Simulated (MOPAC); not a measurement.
MOPAC input (MNDO):

```
MNDO 1SCF CHARGE=-1 GEO-OK AUX(PRECISION=9) THREADS=1
C2H

C    -0.00000000 1   -0.00000000 1   -0.48944061 1
C     0.00000000 1    0.00000000 1    0.74906153 1
H    -0.00000000 1   -0.00000000 1   -1.55772552 1
```

Output:

```
 *******************************************************************************
 **                                                                           **
 **                              MOPAC v23.2.5                                **
 **                                                                           **
 *******************************************************************************
 ** MOPAC's Digital Object Identifier: https://doi.org/10.5281/zenodo.6511958 **
 **                                                                           **
 ** Please cite the open-source release paper for use of this MOPAC version:  **
 ** J. E. Moussa and J. J. P. Stewart (2026)                                  **
 ** MOPAC: An open-source semiempirical molecular orbital program             **
 ** J. Open Source Softw., 11(119), 8025, https://doi.org/10.21105/joss.08025 **
 *******************************************************************************

                              MNDO CALCULATION RESULTS

 *******************************************************************************
 *  MNDO       - The MNDO Hamiltonian to be used
 *  GEO-OK     - OVERRIDE INTERATOMIC DISTANCE AND OTHER SAFETY CHECKS
 *
 *
 *
 *                 CHARGE ON SYSTEM = -1
 *
 *
 *
 *  1SCF       - DO 1 SCF AND THEN STOP
 *  AUX        - OUTPUT AUXILIARY INFORMATION
 *******************************************************************************
MNDO 1SCF CHARGE=-1 GEO-OK AUX(PRECISION=9) THREADS=1
 C2H

   ATOM   CHEMICAL          X               Y               Z
  NUMBER   SYMBOL      (ANGSTROMS)     (ANGSTROMS)     (ANGSTROMS)

     1       C         -0.00000000  *  -0.00000000  *  -0.48944061  *
     2       C          0.00000000  *   0.00000000  *   0.74906153  *
     3       H         -0.00000000  *  -0.00000000  *  -1.55772552  *

          CARTESIAN COORDINATES

    NO.       ATOM           X           Y           Z

     1         C         -0.0000     -0.0000     -0.4894
     2         C          0.0000      0.0000      0.7491
     3         H         -0.0000     -0.0000     -1.5577

  H: (MNDO): M.J.S. DEWAR, W. THIEL, J. AM. CHEM. SOC., 99, 4899, (1977)
  C: (MNDO): M.J.S. DEWAR, W. THIEL, J. AM. CHEM. SOC., 99, 4899, (1977)

           Empirical Formula: C2 H  =     3 atoms

      MOLECULAR POINT GROUP   :   C*v

      RHF CALCULATION, NO. OF DOUBLY OCCUPIED LEVELS = 5

 -------------------------------------------------------------------------------
 MNDO 1SCF CHARGE=-1 GEO-OK AUX(PRECISION=9) THREADS=1
 C2H

     1SCF WAS SPECIFIED, SO BFGS WAS NOT USED
     SCF FIELD WAS ACHIEVED

                              MNDO CALCULATION
                                                       MOPAC v23.2.5 Linux

          FINAL HEAT OF FORMATION =        105.37857 KCAL/MOL =     440.90396 KJ/MOL

          COSMO AREA              =         66.27 SQUARE ANGSTROMS
          COSMO VOLUME            =         49.02 CUBIC ANGSTROMS

          IONIZATION POTENTIAL    =          2.718162 EV
          HOMO LUMO ENERGIES (EV) =         -2.718 10.004
          NO. OF FILLED LEVELS    =          5
          MOLECULAR WEIGHT        =         25.0299         POINT GROUP:  C*v

          MOLECULAR DIMENSIONS (Angstroms)

            Atom       Atom       Distance
            H     3    C     2     2.30679
            H     3    C     2     0.00000
            C     1    C     2     0.00000

          SCF CALCULATIONS        =          1

   ATOM   CHEMICAL          X               Y               Z
  NUMBER   SYMBOL      (ANGSTROMS)     (ANGSTROMS)     (ANGSTROMS)

     1       C         -0.00000000  *  -0.00000000  *  -0.48944061  *
     2       C          0.00000000  *   0.00000000  *   0.74906153  *
     3       H         -0.00000000  *  -0.00000000  *  -1.55772552  *

                             CARTESIAN COORDINATES

   1    C       -0.000000000    -0.000000000    -0.489440610
   2    C        0.000000000     0.000000000     0.749061530
   3    H       -0.000000000    -0.000000000    -1.557725520

           Empirical Formula: C2 H  =     3 atoms

      MOLECULAR POINT GROUP   :   C*v

                  EIGENVALUES
 -25.39756 -11.62085  -2.85434  -2.71816  -2.71816  10.00351  10.00351  11.75082
  15.71757

              NET ATOMIC CHARGES AND DIPOLE CONTRIBUTIONS

  ATOM NO.   TYPE          CHARGE      No. of ELECS.   s-Pop       p-Pop
    1          C          -0.665093        4.6651     1.27504     3.39006
    2          C          -0.385825        4.3858     1.67526     2.71057
    3          H           0.050918        0.9491     0.94908
 DIPOLE           X         Y         Z       TOTAL
 POINT-CHG.     0.000     0.000     0.092     0.092
 HYBRID        -0.000    -0.000    -2.021     2.021
 SUM           -0.000    -0.000    -1.930     1.930

          ATOMIC ORBITAL ELECTRON POPULATIONS

     Atom    s        px        py        pz
    1  C   1.27504   1.24506   1.24506   0.89994
    2  C   1.67526   0.75494   0.75494   1.20068
    3  H   0.94908

 **********************
 *                    *
 * JOB ENDED NORMALLY *
 *                    *
 **********************

 == MOPAC DONE ==
```

The dipole moment of an ion depends on the origin.
